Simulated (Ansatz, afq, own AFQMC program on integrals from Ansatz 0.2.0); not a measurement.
Integrals from Ansatz 0.2.0, then the random walk in our own AFQMC program (afq).

```yaml
crystal:
  periodic: [false, false, false]
  atoms:
    - {symbol: N, position_ang: [0.000000, 0.000000, 0.000000]}
    - {symbol: H, position_ang: [0.000000, 0.000000, 1.036583]}
basis:
  gaussian: {orbitals: aug-cc-pVDZ}
total_charge: -1
magnetization: {spin_polarized: true, initial_magnetization: 1}
correlation: {method: ccsd_t, electrons: outside_noble_gas, hamiltonian_folder: ham}
```

```sh
$ ansatz run in.yaml --threads 1 --pin off --events-out ev --progress --plain --max-ram 24576MiB --backend cuda --devices 0, --max-vram 18GiB
```

afq runs on the folder ham with

```
--method free --trial cisd --walkers 20 --time-step 0.08 --max-blocks 120 --target-error 0.00064 --factor-cut 1e-05 --seed 6960 --times 0.0,0.16,0.4,0.8,1.2 --taylor-order 6
```

Times are imaginary, in 1/Eh. The walk had a cap of 60 s.

Output of the walk:

```
orbitals 31  electrons 4 3  factors 216 of 325
reference energy -54.91771448 Eh
CCSD correlation -0.18358199 Eh in 14 cycles, weight of the determinant in the CISD state 0.9112
repeat  energy at the last time / Eh  error
    10  -55.112400  0.001975
    20  -55.111151  0.001164
    30  -55.110892  0.000941
    40  -55.110592  0.000809
    50  -55.109706  0.000691
    60  -55.109189  0.000607
time / (1/Eh)  energy / Eh  error  mean overlap
  0.00  -55.100761  0.000213  1.0943
  0.16  -55.103815  0.000265  1.0920
  0.40  -55.106682  0.000469  1.0814
  0.80  -55.108027  0.000483  1.0554
  1.20  -55.109267  0.000604  1.0442
energy -55.109267 +/- 0.000604 Eh
```

The run passed its tests (error under three times the target), which doesn't prove that it has relaxed.

Against this walk (error 16.4 meV) on the same determinant: CCSD(T) 44.3 meV higher, CCSDT(Q) 6.2 meV higher (within the noise), CCSDTQ 8.0 meV higher (within the noise), full CI 7.8 meV higher (within the noise). The error is statistical, and a free projection of finite length keeps a remainder of its start. The last points still move (meV from the last: 231 ± 6 at 0.00, 148 ± 7 at 0.16, 70 ± 13 at 0.40, 34 ± 13 at 0.80, 0 ± 16 at 1.20), but the last one has reached full CI within the noise or passed it, so little can be left to fall.

Cautions: remainder of the start not in the error; an unrestricted solution with more broken spin lies lower (443 meV, ⟨S²⟩ 1.77); so few walkers bias the energy; the time-step error isn't removed.

The walk took 2.5 s on 1 × NVIDIA H100 80GB HBM3 with 2 threads of AMD EPYC 7R13 Processor (Zen 3), with other jobs on the host (the card was shared). The log's last line is the free-projection energy.

CCSDT and higher add their correlation energy to the determinant of the CCSD(T) run, since their own runs factorise the integrals more tightly (a shift of under 2 meV).
